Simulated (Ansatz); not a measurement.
A nudged elastic band was laid between two geometries of CH2OS + FH (7 atoms, charge 0, multiplicity 1).

The calculation used RKS PBE-D4/def2-SVP (Ansatz).

```json
{"movable images": "5", "climbing image": "yes", "spring": "5.0 eV/Å²", "optimiser": "quadratic models (default)", "start path": "through a guess of the saddle point", "force threshold": "0.5 eV/Å", "iteration limit": "60", "end points": "relaxed"}
```

First end point:

```xyz
7
Properties=species:S:1:pos:R:3
H -0.908 0.635 0.012
O -0.474 0.582 -0.911
C 0.585 -0.183 -0.835
H 1.099 -0.276 -1.815
S 1.182 -0.968 0.503
H -0.333 -0.179 1.510
F -1.150 0.388 1.537
```

Last end point:

```xyz
7
Properties=species:S:1:pos:R:3
H -1.179 0.719 0.407
O -0.430 0.572 -0.985
C 0.560 -0.152 -0.888
H 1.209 -0.364 -1.776
S 1.134 -0.951 0.567
H 0.091 -0.426 1.321
F -1.384 0.602 1.354
```

Problem. What changes between the two ends?

Solution. Bonds broken: H1–O2, H6–F7. Bonds formed: H1–F7, S5–H6.

Problem. Give the energies along the band, and the barrier.

Solution. The forces met the threshold. The highest image is number 3 of 0 to 6, 0.209 eV above the first end and 0.186 eV above the last; the last end lies 0.023 eV above the first. The threshold of 0.5 eV/Å is loose, so the images may lie well off the minimum-energy path. The order of the stationary point at the top wasn't checked. The orbitals stay closed-shell, which can raise the energy where a bond breaks towards radicals; this wasn't checked here.

| image | path coordinate (Å) | energy (eV) | H1–O2 (Å) | H6–F7 (Å) | H1–F7 (Å) |
| --- | --- | --- | --- | --- | --- |
| 0 | 0.00 | 0.000 | 1.02 | 1.00 | 1.56 |
| 1 | 0.17 | 0.035 | 1.05 | 1.04 | 1.43 |
| 2 | 0.34 | 0.161 | 1.14 | 1.15 | 1.26 |
| 3 | 0.51 | 0.209 | 1.27 | 1.28 | 1.11 |
| 4 | 0.68 | 0.126 | 1.41 | 1.44 | 1.02 |
| 5 | 0.84 | 0.046 | 1.50 | 1.63 | 1.00 |
| 6 | 1.00 | 0.023 | 1.59 | 1.80 | 0.98 |

Problem. What is the geometry of the highest image?

Solution. 
```xyz
7
Properties=species:S:1:pos:R:3:forces:R:3
H -1.005 0.639 0.240 0.14 -0.06 -0.12
O -0.480 0.586 -0.918 -0.26 0.25 0.02
C 0.541 -0.143 -0.824 -0.11 -0.08 -0.13
H 1.130 -0.321 -1.748 0.13 0.01 -0.10
S 1.082 -0.925 0.588 0.24 -0.21 0.35
H -0.112 -0.288 1.336 0.30 -0.15 -0.21
F -1.156 0.451 1.327 -0.43 0.25 0.20
```

Time of the run: 28 s on 2 threads of Intel(R) Xeon(R) CPU @ 2.80GHz (Skylake/Cascade Lake), on a shared host, peak memory 0.18 GiB.
